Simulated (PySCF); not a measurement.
**Cost of excited-state runs on Diacetylene (C#CC#C, C4H2)**

Atom-mapped SMILES (the numbers label the heavy atoms): `[CH:1]#[C:2][C:3]#[CH:4]`. Hydrogens are named by the atom that carries them.

PySCF with density fitting, on 1 thread of an Arm Neoverse V1, shared host. Command: `OMP_NUM_THREADS=1 python excited_run.py task.json out`

**Question.** How long does each of these runs take, and how much memory?
- vibronic structure, PBE0/6-31+G*; Tamm-Dancoff; with frequencies; grid level 1
- excited-state relaxation, PBE0/6-31+G*; state S1; TDA; with frequencies; grid level 1
- excited-state relaxation, PBE0/6-31+G*; state T1; TDA; grid level 1
- excited-state relaxation, PBE0/6-31+G*; state T1; UKS; with frequencies; grid level 1

**Answer.** 
| run | level | basis functions | wall time | peak memory (GiB) |
| --- | --- | --- | --- | --- |
| vibronic structure | PBE0/6-31+G* | 76 | 2.5 s | 0.39 |
| excited-state relaxation | PBE0/6-31+G* | 76 | 2.2 min | 0.39 |
| excited-state relaxation | PBE0/6-31+G* | 76 | 28 s | 0.39 |
| excited-state relaxation | PBE0/6-31+G* | 76 | 80 s | 0.39 |

Times from a shared host are rough.
